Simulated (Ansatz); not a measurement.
Process, species as SMILES: N (NH3) + H+ → [NH4+]
B3LYP-D3(BJ)/def2-TZVP geometries, fixed; electronic energies without zero-point terms; positive where energy is released.

Basis-set convergence of the proton affinity at B3LYP with Ansatz (a quantum-chemistry and plane-wave program). Cartesian d functions, on some or all atoms, in 6-31G*, 6-31+G*; all else is spherical. The program fits the integrals of some runs and decomposes those of others, by size. No added dispersion term, no relativity. Functions are those of the species that has most. Reference: the value in aug-pcseg-3, 211.31 kcal/mol, itself unsure by roughly 0.02 kcal/mol (its mean distance from aug-cc-pVQZ, def2-QZVPPD, pcseg-3). Deviations are taken from unrounded values.

```csv
basis,functions,proton affinity (kcal/mol)
6-31G*,23,217.15
6-31+G*,27,211.85
cc-pVDZ,34,217.07
aug-cc-pVDZ,59,210.13
def2-SVP,34,217.40
def2-SVPD,52,210.63
pcseg-1,34,212.63
aug-pcseg-1,59,209.03
6-311G**,42,215.92
6-311+G**,46,211.91
def2-TZVP,55,212.21
def2-TZVPD,73,210.96
cc-pVTZ,86,213.68
aug-cc-pVTZ,138,211.15
pcseg-2,86,211.82
aug-pcseg-2,138,211.25
def2-TZVPP,87,212.42
def2-TZVPPD,105,211.39
cc-pVQZ,175,212.29
aug-cc-pVQZ,264,211.27
def2-QZVPP,177,211.55
def2-QZVPPD,195,211.30
pcseg-3,192,211.33
aug-pcseg-3,281,211.31
```

What the diffuse functions change, pair by pair:
- 6-31G* to 6-31+G*: 4 more functions, deviation 5.84 to 0.54 kcal/mol
- cc-pVDZ to aug-cc-pVDZ: 25 more functions, deviation 5.76 to -1.17 kcal/mol
- def2-SVP to def2-SVPD: 18 more functions, deviation 6.09 to -0.68 kcal/mol
- pcseg-1 to aug-pcseg-1: 25 more functions, deviation 1.32 to -2.28 kcal/mol
- 6-311G** to 6-311+G**: 4 more functions, deviation 4.61 to 0.61 kcal/mol
- def2-TZVP to def2-TZVPD: 18 more functions, deviation 0.90 to -0.35 kcal/mol
- cc-pVTZ to aug-cc-pVTZ: 52 more functions, deviation 2.37 to -0.16 kcal/mol
- pcseg-2 to aug-pcseg-2: 52 more functions, deviation 0.51 to -0.06 kcal/mol
- def2-TZVPP to def2-TZVPPD: 18 more functions, deviation 1.11 to 0.08 kcal/mol
- cc-pVQZ to aug-cc-pVQZ: 89 more functions, deviation 0.98 to -0.04 kcal/mol
- def2-QZVPP to def2-QZVPPD: 18 more functions, deviation 0.25 to -0.01 kcal/mol
- pcseg-3 to aug-pcseg-3: 89 more functions, deviation 0.03 to 0.00 kcal/mol

Leaving out the reference's own pair, they bring the value nearer the reference by more than 0.02 kcal/mol in 10 of 11 pairs.
